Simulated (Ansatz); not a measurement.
```yaml
crystal:
  periodic: [false, false, false]
  atoms:
    - {symbol: Si, position_ang: [-0.667873, -0.106495, 0.000956]}
    - {symbol: C, position_ang: [1.236444, 0.099024, -0.001403]}
    - {symbol: H, position_ang: [-1.027282, 1.347772, -0.004175]}
    - {symbol: H, position_ang: [1.753885, -0.858841, 0.001742]}
    - {symbol: H, position_ang: [1.575532, 0.652531, 0.875125]}
    - {symbol: H, position_ang: [1.574064, 0.645966, -0.882607]}
basis:
  gaussian: {orbitals: def2-TZVP}
hamiltonian: {xc: pbe0}
relax: {f_tol: 0.004, max_steps: 80}
```

```sh
$ ansatz run in.yaml --threads 1 --pin off --events-out ev --progress --plain --max-ram 2176MiB
```

Steps of the relaxation (energy above the last step; positions in Å, forces in eV/Å):

```
6
step 1, 28.5 meV
Si   -0.668   -0.106    0.001    0.337   -0.619    0.002
C     1.236    0.099   -0.001   -0.348   -0.230    0.001
H    -1.027    1.348   -0.004    0.062    0.534   -0.002
H     1.754   -0.859    0.002   -0.047   -0.153    0.001
H     1.576    0.653    0.875   -0.002    0.235    0.111
H     1.574    0.646   -0.883   -0.002    0.234   -0.112
```

```
6
step 2, 6.4 meV
Si   -0.666   -0.147    0.001    0.208    0.093   -0.001
C     1.221    0.095   -0.001   -0.088   -0.332    0.001
H    -0.934    1.353   -0.004   -0.128    0.091    0.000
H     1.751   -0.859    0.002    0.074    0.019    0.000
H     1.538    0.673    0.874   -0.033    0.065    0.016
H     1.536    0.666   -0.881   -0.033    0.065   -0.016
```

```
6
step 3, 0.5 meV
Si   -0.660   -0.139    0.001    0.072    0.049    0.000
C     1.225    0.083   -0.001   -0.061   -0.114    0.000
H    -0.951    1.365   -0.004    0.000   -0.019    0.000
H     1.768   -0.865    0.002   -0.005    0.037    0.000
H     1.532    0.671    0.872   -0.003    0.024   -0.002
H     1.531    0.664   -0.880   -0.003    0.024    0.002
```

```
6
step 5, 0.0 meV
Si   -0.658   -0.138    0.001    0.004    0.000    0.000
C     1.222    0.078   -0.001    0.004    0.003    0.000
H    -0.944    1.366   -0.004   -0.001    0.000    0.000
H     1.773   -0.864    0.002   -0.003   -0.001    0.000
H     1.526    0.672    0.870   -0.002   -0.001   -0.002
H     1.525    0.666   -0.877   -0.002   -0.001    0.002
```

```
6
step 6, 0.0 meV
Si   -0.658   -0.138    0.001    0.000    0.000    0.000
C     1.223    0.078   -0.001   -0.001    0.000    0.000
H    -0.944    1.366   -0.004    0.000    0.000    0.000
H     1.773   -0.864    0.002    0.000    0.000    0.000
H     1.526    0.672    0.870    0.000    0.000    0.000
H     1.525    0.666   -0.877    0.000    0.000    0.000
```

Close pairs at the end: C2–H4 1.091 Å, C2–H5 1.098 Å, C2–H6 1.098 Å, Si1–H3 1.531 Å, Si1–C2 1.893 Å.

A stationary point of restricted PBE0 after 6 steps (its stability towards spin polarisation wasn't tested); no frequencies were run, so it isn't proven a minimum. 6 s on 1 thread of Intel Xeon 6975P-C, shared host.
